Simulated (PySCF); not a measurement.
Nitrosyl chloride, ClNO.
SMILES with atom numbers: `[O:1]=[N:2][Cl:3]`

Geometry (PBE0-D3(BJ)/def2-SVP, Å), atoms numbered from 1 in this order:
```
atom  x, y, z in Å
O1    -1.140   -0.314   -0.003
N2    -0.343    0.487   -0.015
Cl3    1.490   -0.208   -0.002
```

Computed, not measured: core-valence-separated Tamm–Dancoff BHandHLYP/aug-pcX-1 (def2-SVPD on Cl) in PySCF, non-relativistic, gas phase, PBE0-D3(BJ)/def2-SVP geometry. No empirical shift is added; at this level the pattern usually sits a few eV under experiment.

Q: What does the N 1s absorption edge look like?

A: 
```tsv
E (eV)	f	core hole on	main final orbital	polarisation
397.64	0.0865	N2	LUMO (96 %)	out of plane
399.77	0.0840	N2	LUMO+1 (93 %)	in plane
407.72	0.0072	N2	LUMO+2 (87 %)	in plane
409.01	0.0018	N2	LUMO+3 (85 %)	in plane
409.07	0.0034	N2	LUMO+5 (95 %)	out of plane
409.59	0.0002	N2	LUMO+4 (80 %)	–
410.92	0.0001	N2	LUMO+9 (79 %)	–
```

The first line with a tenth or more of the strongest one's intensity is at 397.64 eV (f = 0.087), with the hole on N2 (nitrogen bonded to Cl and O), polarised out of plane: a 1s→π* resonance. It is also the strongest listed.

Q: What does the O 1s absorption edge look like?

A: 
```tsv
E (eV)	f	core hole on	main final orbital	polarisation
529.42	0.0595	O1	LUMO (96 %)	out of plane
533.46	0.0270	O1	LUMO+1 (95 %)	in plane
538.52	0.0013	O1	LUMO+2 (91 %)	in plane
540.04	0.0053	O1	LUMO+3/LUMO+5 (2 roots, f summed)	mixed
540.45	0.0050	O1	LUMO+4 (55 %)	in plane
541.76	0.0078	O1	LUMO+9 (87 %)	in plane
```

The first line with a tenth or more of the strongest one's intensity is at 529.42 eV (f = 0.060), with the hole on O1 (oxygen bonded to N), polarised out of plane: a 1s→π* resonance. It is also the strongest listed.

Roots within 0.03 eV whose holes lie on the same, on equivalent or on shared atoms are summed into one line, and the highest roots are left out, as the search may have cut off their partners. Final orbitals are the ground state's empty Kohn–Sham orbitals. A dash: too weak, shared between unlike atoms, or no plane or axis to refer to.

Q: What is the summed oscillator strength of the listed N K lines, and their intensity-weighted mean energy?

A: Σf = 0.183 over 7 lines from 397.64 to 410.92 eV; the weighted mean is 399.36 eV. The strongest line holds 47 % of the sum.

Only the lowest roots of each edge were sought.

The run took 1.3 s on one thread, Arm Neoverse V2 (aarch64) (shared host), and the process peaked at 0.38 GiB of memory.
